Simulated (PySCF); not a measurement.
**Simulated absorption spectrum**

Species: C3H7N.
SMILES: `N(CC)=C`

Method used: TDDFT PBE0/def2-SVPD, vertical, gas phase, core orbitals frozen in the response in PySCF. One conformer (not necessarily the lowest) at the PBE0-D3(BJ)/def2-SVP geometry, without solvent, vibrations or thermal averaging. Torsions of this conformer, `[CH2:1]=[N:2][CH2:3][CH3:4]`: C1–N2–C3–C4 -122°.

Computed states:

```
state  E (eV)       f
   S1    4.91  0.0011
   S2    7.14   0.041
   S3    7.62   0.068
   S4    7.74   0.099
   S5    7.96   0.130
   S6    8.11   0.037
   S7    8.44  0.0076
   S8    8.60   0.152
   S9    8.92  0.0079
  S10    9.05   0.011
```

Broadening: Gaussians 0.3 eV wide at half height, area fixed by f = 4.319×10⁻⁹ ∫ε dν̃. The width is an assumption, not a result. The curve ends short of the highest state used, and states not computed would add to its high-energy end.

Task: What does the envelope look like, and where are its maxima?

Result: 
E (eV), ε (L mol⁻¹ cm⁻¹) and a bar:
```
     4.46          0 
     4.60          5 
     4.74         41 
     4.87         97 
     5.01         76 
     5.15         18 
     5.29          1 
     5.42          0 
     5.56          0 
     5.70          0 
     5.84          0 
     5.97          0 
     6.11          0 
     6.25          0 
     6.39          0 
     6.52          0 
     6.66          3 
     6.80         98 
     6.94       1031 ##
     7.07       3099 ######
     7.21       3196 ######
     7.35       1652 ###
     7.49       4892 #########
     7.62      12132 ######################
     7.76      15951 ##############################
     7.90      16191 ##############################
     8.04      12869 ########################
     8.17       5979 ###########
     8.31       2684 #####
     8.45       7695 ##############
```

Maxima: 252 nm (4.91 eV), ε about 100, made up of S1 (100%); 174 nm (7.14 eV), ε about 3600, made up of S2 (100%); 157 nm (7.88 eV), ε about 16000, made up of S4 (30%) and S5 (61%) (ε in L mol⁻¹ cm⁻¹; maxima over ε = 5, shares over 10%). At its high-energy end, 8.45 eV, the curve is still rising (ε about 7700, from S8).

Task: Coming from long wavelengths, where does ε first pass 100 L mol⁻¹ cm⁻¹?

Result: At about 254 nm (4.89 eV), 0.03 eV below S1.

Task: What would ε be at 7.88 eV, the highest of these maxima, with half the width (0.15 eV)?

Result: About 13200 L mol⁻¹ cm⁻¹ against 16200, a factor of about 0.8; a lone state at its own centre would give exactly 2.

Task: On this curve, what absorbance would a 10⁻⁵ mol/L sample give at 248 nm over a 1 cm path?

Result: 248 nm is 4.999 eV, where ε is about 81 L mol⁻¹ cm⁻¹, so A = ε c l ≈ 0.00081 (Beer–Lambert, with the gas-phase spectrum and the assumed width).

All these states lie below the vertical ionisation energy of 9.58 eV (ΔSCF).
